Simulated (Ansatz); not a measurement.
C2H7N, SMILES `CCN` (charge 0, multiplicity 1).

All values below come from B3LYP/cc-pVTZ // PBE0-D3(BJ)/def2-TZVP (Ansatz, a first-principles code).

Ansatz 0.2 input:
```yaml
crystal:
  periodic: [false, false, false]
  atoms:
    - { symbol: C, position_ang: [1.012507, 0.345028, 0.078641] }
    - { symbol: C, position_ang: [-0.269749, -0.147517, -0.574779] }
    - { symbol: N, position_ang: [-1.373676, -0.424289, 0.329757] }
    - { symbol: H, position_ang: [1.794524, 0.530926, -0.663392] }
    - { symbol: H, position_ang: [1.395489, -0.39144, 0.79125] }
    - { symbol: H, position_ang: [0.839707, 1.277729, 0.62369] }
    - { symbol: H, position_ang: [-0.615382, 0.588454, -1.307587] }
    - { symbol: H, position_ang: [-0.066078, -1.06126, -1.14198] }
    - { symbol: H, position_ang: [-1.614043, 0.408137, 0.855208] }
    - { symbol: H, position_ang: [-1.103299, -1.125772, 1.00919] }
basis:
  gaussian: { orbitals: cc-pVTZ }
hamiltonian:
  xc: b3lyp
```

Output:

```
Functional definition: B3LYP
923 factors; their error is unknown
mean field evaluation 1: about -3669.8971 eV, gradient 6.8e1 eV
mean field evaluation 2: about -3660.7353 eV, gradient 9.1e1 eV
mean field evaluation 4: about -3679.7944 eV, gradient 4.9e0 eV
mean field evaluation 8: about -3679.8467 eV, gradient 5.9e-2 eV
mean field evaluation 16: about -3679.8321 eV, gradient 2.5e-5 eV
mean field -3679.83209233 eV, -135.2313351133 hartree, gradient 2.5e-5 eV, S^2 0.000000; 0 other end points of the search recorded, 0 dependent functions left out
reference -3679.83232732 eV, -135.2313437489 hartree; 13, 13 occupied and 175, 175 virtual orbitals, 923 factors
Total energy: -3679.83232732 eV, -135.2313437489 hartree
```
